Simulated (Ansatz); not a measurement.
## AlBH4Si, SMILES [BH]1[AlH][SiH2]1: a rigid scan of one bond length, step by step

With Ansatz 0.2.0, Python API.

Notebook, run cell by cell (the value of a cell's last expression is shown):

**Cell 1**
```python
import ansatz as az
from ase import Atoms
import numpy as np
```

**Cell 2**
```python
atoms = Atoms(["B", "Al", "Si", "H", "H", "H", "H"], positions=[
    (-1.0987, -0.5926, -0.236),
    (0.9448, -0.5109, -0.8689),
    (0.0405, 0.6684, 0.71),
    (-2.1596, -0.9759, -0.3979),
    (2.1741, -0.9845, -1.7985),
    (-0.1969, 2.1002, 0.4392),
    (0.3571, 0.2273, 2.1065),
])
geometry = az.Crystal.molecule_from_ase(atoms)

symbols = [site.symbol for site in geometry.cartesian_sites]
start = np.array([site.position_ang for site in geometry.cartesian_sites])
axis = (start[5] - start[2]) / np.linalg.norm(start[5] - start[2])
moving = [5]
lengths, energies = [1.299, 1.358, 1.417, 1.476, 1.535, 1.595, 1.654, 1.742], []
for length in lengths:
    xyz = start.copy()
    xyz[moving] += (length - np.linalg.norm(start[5] - start[2])) * axis
    point = az.Crystal.molecule()
    for symbol, place in zip(symbols, xyz):
        point = point.atom(symbol, place.tolist())
    setup = (
        point.calculation()
        .basis(gaussian="6-31G*")
        .functional("B3LYP", dispersion="d4")
    )
    report = setup.run(threads=1, pin="off").report
    energies.append(report["free_energy_ev"])
    print(f"r = {length:6.3f} A  E = {energies[-1]:.5f} eV  <S^2> = {abs(report['mean_field']['state']['spin_squared']):.3f}")

fit = np.polynomial.Polynomial.fit(lengths, np.array(energies) - min(energies), 4).convert()
roots = [r.real for r in fit.deriv().roots() if abs(r.imag) < 1e-9 and fit.deriv(2)(r.real) > 0]
r_e = min(roots, key=lambda r: abs(r - lengths[int(np.argmin(energies))]))
print(f"minimum of the fit at {r_e:.4f} A, force constant {fit.deriv(2)(r_e):.2f} eV/A^2")
```
Output:
```text
r =  1.299 A  E = -15211.98676 eV  <S^2> = 0.000
r =  1.358 A  E = -15212.24258 eV  <S^2> = 0.000
r =  1.417 A  E = -15212.38903 eV  <S^2> = 0.000
r =  1.476 A  E = -15212.45103 eV  <S^2> = 0.000
r =  1.535 A  E = -15212.44839 eV  <S^2> = 0.000
r =  1.595 A  E = -15212.39572 eV  <S^2> = 0.000
r =  1.654 A  E = -15212.30778 eV  <S^2> = 0.000
r =  1.742 A  E = -15212.13384 eV  <S^2> = 0.000
minimum of the fit at 1.5015 A, force constant 16.45 eV/A^2
```

Caveats:
- Total energies depend on the basis set; only differences at equal settings carry meaning.
- The rest of the molecule is held rigid at a force-field or estimated start geometry, and the basis set is modest; single-reference methods fail as a bond breaks.
- b3lyp holds the VWN-RPA fit, as in Gaussian; the form of ORCA and Turbomole is b3lyp5.
- The orbitals are restricted, so S² is zero by construction.
- Timing: 16 s on 1 thread of Arm Neoverse V1, on a shared host, peak memory 0.19 GiB.
